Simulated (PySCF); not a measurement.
## Shieldings and the share of exact exchange

Molecule: SMILES C1C[SiH2]1, C₂H₆Si.

Atoms are numbered as in `[CH2:1]1[CH2:2][SiH2:3]1` (H(Xn): hydrogen on atom n).

GIAO shieldings (ppm, equivalent atoms averaged) in PySCF on the PBE0-D3(BJ)/def2-SVP geometry, basis pcSseg-2, gas phase, non-relativistic:

```tsv
functional	exact exchange (%)	σ(C1/C2)	σ(Si3)
BLYP	0	185.0	467.3
BP86	0	188.4	476.8
PBE	0	189.0	479.2
B3LYP	20	189.9	477.6
PBE0	25	194.5	491.3
BHandHLYP	50	196.3	492.5
HF	100	205.2	518.9
```

Problem. Fit each shielding as a line in the percentage of exact exchange.

Solution. σ(C1/C2) = 187.7 + 0.18 x (rms 1.6 ppm); σ(Si3) = 474.1 + 0.44 x (rms 4.8 ppm). The functionals also differ in their semilocal parts, which the line can't hold; Hartree–Fock has no correlation at all.

Problem. What does the line predict for mPW1PW91 (25 %), and what does the run give?

Solution. σ(C1/C2): 192.2 predicted, 193.7 computed; σ(Si3): 485.1 predicted, 489.1 computed ppm.
